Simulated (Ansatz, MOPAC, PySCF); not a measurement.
Complex: C2H4 (SMILES C=C) (first 6 atoms) with C2H2 (SMILES C#C); geometry from S22 set.
(charge 0, multiplicity 1):
| atom | x (Å) | y (Å) | z (Å) |
|---|---|---|---|
| C | 0.0000 | -0.6676 | -2.1247 |
| C | 0.0000 | 0.6676 | -2.1247 |
| H | 0.9236 | -1.2323 | -2.1262 |
| H | -0.9236 | -1.2323 | -2.1262 |
| H | -0.9236 | 1.2323 | -2.1262 |
| H | 0.9236 | 1.2323 | -2.1262 |
| C | 0.0000 | 0.0000 | 2.9005 |
| C | 0.0000 | 0.0000 | 1.6932 |
| H | 0.0000 | 0.0000 | 0.6274 |
| H | 0.0000 | 0.0000 | 3.9639 |

Counterpoise-corrected where a basis set is named; no monomer relaxation. Rows marked so take none.

Rows in 3-21G, 6-31G* carry no dispersion term and start afresh at each structure (6-31G* with six Cartesian d functions). The state that AM1 reach isn't checked.

Programs: Ansatz (a first-principles code) with Gaussian orbitals; MOPAC for AM1 (differences of heats of formation); PySCF for 3-21G rows, 6-31G* rows, the dispersion terms. Values without a source in brackets are computed.

**Question.** One of these levels gives -5.8 kJ/mol for the interaction energy. Name it.
A. HF/6-31G*
B. BLYP-D4/def2-TZVPPD
C. HF/3-21G (no counterpoise)
D. AM1

**Answer.** B, BLYP-D4/def2-TZVPPD. The others give -1.4 (AM1), -8.7 (HF/3-21G (no counterpoise)), -2.7 (HF/6-31G*)
